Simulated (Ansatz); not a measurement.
# BNH (doublet): wave-function methods side by side at distance B1–N2 = 2.043 Å, 6-31G

Aim: climb from Hartree-Fock through coupled cluster and multireference methods for BNH (doublet) at one geometry and basis, and see what each rung misses.

The runs use Ansatz 0.2.0, Gaussian basis; 6-31G, core rule «outside noble gas», up to 2 orbitals frozen.

To be run: UHF; CCSD(T) on ROHF; CCSD(T) on UHF; BCCD(T) on ROHF; CISD; CCSDT(Q) on ROHF; CCSDT(Q) on UHF; CISDTQ; CCSDTQ on ROHF; CASSCF and MRCISD+Q, 3 electrons in 3 orbitals; CASSCF and NEVPT2, 3 electrons in 3 orbitals; CASSCF and MRCISD+Q, 9 electrons in 9 orbitals; CASSCF and NEVPT2, 9 electrons in 9 orbitals; Full CI; Full CI in the symmetry of the determinant.

21 further runs of the same task are left out: 2 for a known fault of the program, 13 that didn't finish, 6 set aside as unsound or not needed.

## Step 1: The system

The geometry derives from a PBE0/def2-TZVP stationary point (not a proven minimum). One bond is set to the value named and the two fragments are kept rigid.

3 atoms, charge 0, spin multiplicity 2.

Atoms are counted from 1 here; the program's logs count them from 0.

Bond lengths: B1–H3 1.174 Å.

Geometry (Å):

```xyz
3

B     0.00000    0.00000    0.28970
N     0.00000    0.00000   -1.75330
H     0.00000    0.00000    1.46359
```

## Step 2: UHF

File in.yaml:

```yaml
crystal:
  periodic: [false, false, false]
  atoms:
    - {symbol: B, position_ang: [0.000000, 0.000000, 0.289703]}
    - {symbol: N, position_ang: [0.000000, 0.000000, -1.753297]}
    - {symbol: H, position_ang: [0.000000, 0.000000, 1.463595]}
basis:
  gaussian: {orbitals: 6-31G}
magnetization: {spin_polarized: true, initial_magnetization: 1}
hamiltonian: {xc: hf}
output: {orbitals: {seedname: orbitals}}
```

Command:

```bash
$ ansatz run in.yaml --threads 1 --pin off --events-out ev --progress --plain --max-ram 2393MiB
```

The runs that follow: CCSD(T) on ROHF; CCSD(T) on UHF; BCCD(T) on ROHF; CISD; CCSDT(Q) on ROHF; CCSDT(Q) on UHF; CISDTQ; CCSDTQ on ROHF; CASSCF and MRCISD+Q, 3 electrons in 3 orbitals; CASSCF and NEVPT2, 3 electrons in 3 orbitals; CASSCF and MRCISD+Q, 9 electrons in 9 orbitals; CASSCF and NEVPT2, 9 electrons in 9 orbitals; Full CI; Full CI in the symmetry of the determinant.

Q: Predict the results of all the runs planned. Wanted: FCI below the RHF energy; RMP2 from FCI; UMP2 from FCI; RCCSD from FCI; RCCSD(T) from FCI; UCCSD(T) from FCI; RCCSDT(Q) from FCI; UCCSDT(Q) from FCI; NEVPT2 pair from FCI.

**Answer**, as computed:

| quantity | value |
| --- | --- |
| FCI below the RHF energy | -5.6752 eV |
| RMP2 from FCI | +2291.5 meV |
| UMP2 from FCI | +1539.1 meV |
| RCCSD from FCI | +539.3 meV |
| RCCSD(T) from FCI | -9.4 meV |
| UCCSD(T) from FCI | +184.1 meV |
| RCCSDT(Q) from FCI | -78.6 meV |
| UCCSDT(Q) from FCI | +31.2 meV |
| NEVPT2 pair from FCI | +1222.9 meV |
| MRCISD+Q pair from FCI | +70.5 meV |
| NEVPT2 valence from FCI | +403.8 meV |
| levels within 1 kcal/mol (43 meV) | RCCSD(T), RCCSDT, UCCSDT(Q), RCCSDTQ, MRCISD+Q valence |
| T1 diagnostic | 0.176 |
| effectively unpaired electrons | 1.87 |

RCCSD(T) misses by -9.4 meV, 0.2 % of the correlation energy. CCSD(T) misses by -9.4 meV on the restricted determinant and by +184.1 meV on the unrestricted one; the two need not hold the same state or core. RCCSD(T), RCCSDT(Q) fall below full CI, which methods that aren't variational can do. With 1.9 effectively unpaired electrons against 1 the state is strongly multireference. Coupled cluster on one determinant still stays close here. Of the multireference levels listed MRCISD+Q valence comes nearest in total energy (+18.5 meV), which doesn't show that its space is the better one. These misses are within one basis, not against nature; the frozen cores of restricted and unrestricted runs differ, which can shift their rows.
